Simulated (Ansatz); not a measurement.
# HOF (hypofluorous acid) at CCSDT(Q)/STO-3G

What is the vertical singlet–triplet gap of HOF (hypofluorous acid) at CCSDT(Q)/STO-3G? 

The results are computed with Ansatz 0.2.0.

55 further runs of the same task are left out: 1 that didn't finish, 54 set aside as unsound or not needed.

**1. The system as given**

HOF has 3 atoms, charge 0, and is taken as a singlet. As SMILES, `OF`. Geometry: relaxed at PBE0-D4/def2-TZVP.

Bond lengths: O1–F2 1.406 Å, O1–H3 0.969 Å. Angles: F2–O1–H3 99.1°.

**2. The energy at CCSDT(Q)/STO-3G**

The input, input.yaml:

```yaml
crystal:
  periodic: [false, false, false]
  atoms:
    - {symbol: O, position_ang: [0.430590, -0.210340, 0.216330]}
    - {symbol: F, position_ang: [-0.221910, 1.014620, -0.010980]}
    - {symbol: H, position_ang: [-0.208690, -0.804280, -0.205350]}
basis:
  gaussian:
    orbitals: STO-3G
correlation:
  method: ccsdt_q
  frozen_orbitals: {F: 1, H: 0, O: 1}
accuracy: high
scf:
  omitted_lower_state_checks: [cluster_reference, increment]
```

Run with:

```bash
$ ansatz run input.yaml --threads 1 --pin off --max-ram 3480MiB --events-out events.jsonl --progress --plain --runs-dir runs
```

Output (excerpt; [...] marks lines left out):

```text
Warning: RAYON_NUM_THREADS=1 ignored (pool sized by the plan → 1); use --threads N
Functional definition: HF
  name "HF"
[...]
168 factors; integrals over basis functions are off by at most 4.3e-8 eV
[...]
mean field -4690.39808955 eV, -172.3689505250 hartree, gradient 2.8e-8 eV, S^2 0.000000; 0 other end points of the search recorded, 0 dependent functions left out
2 core orbitals not correlated: weight in the atoms' cores, before any rotation towards them, 1.000 or more for the frozen orbitals, at most 0.000 for the correlated occupied ones
reference -4690.39808955 eV, -172.3689505250 hartree; 7, 7 occupied and 2, 2 virtual orbitals, 168 factors
second order -1.67872442 eV of doubles, -0.00000000 eV of singles
cycle   1  -2.13298578 eV  change   -4.5e-1 eV  update   5.5e-2
[...]
cycle  26  -2.41359630 eV  change  -4.2e-10 eV  update  5.1e-10
perturbative correction -0.00188778 eV, -0.0000693746 hartree
Total energy: -4692.81357363 eV, -172.4577179278 hartree
Checks for a lower state left out: cluster_reference, increment
```

Wall time 0.16 s (1 thread of Arm Neoverse V1, shared host).

**3. The triplet, same level**

The input, job.yaml:

```yaml
crystal:
  periodic: [false, false, false]
  atoms:
    - {symbol: O, position_ang: [0.430590, -0.210340, 0.216330]}
    - {symbol: F, position_ang: [-0.221910, 1.014620, -0.010980]}
    - {symbol: H, position_ang: [-0.208690, -0.804280, -0.205350]}
basis:
  gaussian:
    orbitals: STO-3G
magnetization:
  spin_polarized: true
  initial_magnetization: 2
correlation:
  method: ccsdt_q
  frozen_orbitals: {F: 1, H: 0, O: 1}
accuracy: high
scf:
  omitted_lower_state_checks: [cluster_reference, increment]
```

Run with:

```bash
$ ansatz run job.yaml --threads 1 --pin off --max-ram 3480MiB --events-out events.jsonl --progress --plain --runs-dir runs
```

Output (excerpt; [...] marks lines left out):

```text
Warning: RAYON_NUM_THREADS=1 ignored (pool sized by the plan → 1); use --threads N
[... 2 set-up lines as earlier in the session ...]
[...]
168 factors; integrals over basis functions are off by at most 4.3e-8 eV
[...]
mean field -4685.64834561 eV, -172.1944006548 hartree, gradient 1.3e-8 eV, S^2 2.006318; 5 other end points of the search recorded, 0 dependent functions left out
2 core orbitals not correlated: weight in the atoms' cores, before any rotation towards them, 1.000 or more for the frozen orbitals, at most 0.000 for the correlated occupied ones
reference -4685.64834561 eV, -172.1944006548 hartree; 8, 6 occupied and 1, 3 virtual orbitals, 168 factors
second order -0.77369380 eV of doubles, -0.00000000 eV of singles
cycle   1  -1.04879662 eV  change   -2.8e-1 eV  update   6.2e-2
[...]
cycle  31  -1.84951294 eV  change  -7.6e-10 eV  update   1.4e-9
perturbative correction -0.00323024 eV, -0.0001187093 hartree
Total energy: -4687.50108880 eV, -172.2624877110 hartree
Checks for a lower state left out: cluster_reference, increment
```

It took 0.5 s on 1 thread of Arm Neoverse V1, shared host.

**4. Results**

Level: CCSDT(Q)/STO-3G, 2 core orbitals frozen.

| quantity | value |
| --- | --- |
| singlet: total energy | -172.45772 Eh |
| singlet: correlation energy (2 core orbitals frozen) | -88.8 mEh |
| singlet: T1 diagnostic | 0.007 |
| triplet: total energy | -172.26249 Eh |
| triplet: correlation energy (2 core orbitals frozen) | -68.1 mEh |
| triplet: ⟨S²⟩ of the reference determinant | 2.006 |
| triplet: T1 diagnostic | 0.071 |
| vertical energy of the triplet above the singlet | 5.312 eV |

What this shows: At this shape the triplet lies 5.31 eV (123 kcal/mol) above the singlet. In a minimal basis such a difference can be off by several eV, whatever the method. The T1 diagnostic (triplet) of 0.071 is above the customary mark for such species, so a single reference may not serve.
